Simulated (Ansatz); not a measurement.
# AlH2O2 (SMILES [OH][Al][OH]): the electronic atomisation energy, rung by rung

AlH2O2: 5 atoms, total charge 0, spin state doublet. As SMILES, `[OH][Al][OH]`. Geometry: relaxed at PBE0-D4/def2-TZVP. This is one conformer, not always the lowest.

Each level gives the electronic atomisation energy (eV). The values are calculated. Electronic energies at fixed atoms, without zero-point motion or spin-orbit coupling.

| level | kind | program | value (eV) | less CCSDT/STO-3G | CPU time (all runs) |
| --- | --- | --- | --- | --- | --- |
| UHF/STO-3G | Hartree–Fock | Ansatz | 12.25 | -2.39 | 0.21 s |
| U-revPBE/STO-3G | GGA | Ansatz | 18.62 | +3.98 | 2.7 s |
| UPBE/STO-3G | GGA | Ansatz | 19.34 | +4.70 | 2.9 s |
| U-r2SCAN/STO-3G | meta-GGA | Ansatz | 18.83 | +4.19 | 7.7 s |
| UPBE0/STO-3G | global hybrid | Ansatz | 18.24 | +3.60 | 2.7 s |
| U-wB97M-V/STO-3G | range-separated hybrid | Ansatz | 18.79 | +4.15 | 36 s |
| U-wB97X/STO-3G | range-separated hybrid | Ansatz | 17.98 | +3.34 | 14 s |
| RPA@PBE/STO-3G | RPA | Ansatz | 13.77 | -0.87 | 4.3 s |
| UMP2/STO-3G | perturbation theory | Ansatz | 14.20 | -0.44 | 0.22 s |
| UCCSDT/STO-3G | coupled cluster or CI | Ansatz | 14.64 | 0.00 | 1.9 s |

UCCSDT/STO-3G is the highest level here, not the true value. The values span 12.25 to 19.34 eV. All rows use very small basis sets, so none should be taken for the real molecule's value. In so small a basis fixed costs decide the times, and correlated methods can beat functionals. CPU times are rough (shared hosts, several kinds of processor and program).
